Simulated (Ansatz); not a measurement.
Reaction (SMILES): C(F)F → C atom + 2 F atom + 2 H atom
B3LYP-D3(BJ)/def2-TZVP geometries, fixed; electronic energies without zero-point terms.

Core correlation in the atomisation energy at CCSD(T) with Ansatz (a program for electronic structure), in kcal/mol: frozen core against all electrons. Core-valence sets carry the plain set on hydrogen. Open shells are unrestricted. Costs are rough ratios of core time on shared machines of one kind.

```csv
basis,"functions, most",frozen core,all electrons,core term (second minus first),cost over frozen core
cc-pVDZ,52,399.08,400.07,1.00,-
cc-pCVDZ,64,399.36,400.30,0.94,-
cc-pVTZ,118,425.52,431.27,5.75,1×
cc-pCVTZ,157,425.51,426.63,1.12,1×
cc-pwCVTZ,157,425.79,426.92,1.14,1×
cc-pVQZ,225,432.52,435.64,3.11,-
```

The largest core-valence set, cc-pwCVTZ, gives a core term of 1.14 kcal/mol; the valence set cc-pVQZ, which lacks functions for the core, gives 3.11.
